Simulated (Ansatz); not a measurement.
Geometry optimisation, Ansatz 0.2.0, RKS r2SCAN-D4/def2-SVP.

Input file:

```yaml
crystal:
  periodic: [false, false, false]
  atoms:
    - { symbol: B, position_ang: [0.0, 0.0, 0.0] }
    - { symbol: H, position_ang: [0.0, 0.0, 1.19] }
    - { symbol: C, position_ang: [1.3856, 0.0, -0.8] }
    - { symbol: H, position_ang: [1.7152, -1.0462, -0.9702] }
    - { symbol: H, position_ang: [1.2491, 0.508, -1.7774] }
    - { symbol: H, position_ang: [2.1552, 0.5381, -0.2082] }
    - { symbol: C, position_ang: [-1.3856, 0.0, -0.8] }
    - { symbol: H, position_ang: [-1.9458, -0.9305, -0.5708] }
    - { symbol: H, position_ang: [-1.9898, 0.8797, -0.4946] }
    - { symbol: H, position_ang: [-1.1839, 0.0508, -1.8903] }
basis:
  gaussian: { orbitals: def2-SVP }
hamiltonian:
  xc: r2scan
  dispersion: d4
relax:
  f_tol: 0.02
  max_steps: 40
```

Command:

```bash
$ ansatz run input.yaml --threads 1 --pin off --max-ram 2048MiB --backend cpu --events-out ev --progress --plain --runs-dir out
```

Q: Where does it end, and by what steps?

A: The forces met the threshold. The force dipped under the threshold on the way, but the program's further checks kept it going. After 11 steps the energy has fallen by 0.117 eV; H8 moved furthest, 0.30 Å.

```tsv
step	energy less start (eV)	largest force component (eV/Å)	accepted
0	0.0000	1.381	yes
1	-0.0904	0.520	yes
2	-0.1083	0.192	yes
3	-0.1107	0.186	yes
4	-0.1143	0.153	yes
5	-0.1161	0.093	yes
6	-0.1156	0.175	no
7	-0.1164	0.058	yes
8	-0.1171	0.006	yes
9	-0.1172	0.021	yes
10	-0.1170	0.067	no
11	-0.1172	0.012	yes
```

```xyz
10
Properties=species:S:1:pos:R:3
B 0.000 -0.088 -0.066
H -0.002 -0.277 1.136
C 1.374 0.097 -0.786
H 1.769 -0.935 -0.900
H 1.322 0.527 -1.798
H 2.131 0.625 -0.186
C -1.373 -0.043 -0.811
H -2.125 -0.743 -0.412
H -1.778 0.967 -0.591
H -1.318 -0.130 -1.908
```

The run took 60 s on 1 thread of Arm Neoverse N1 (shared host), peak memory 0.15 GiB.
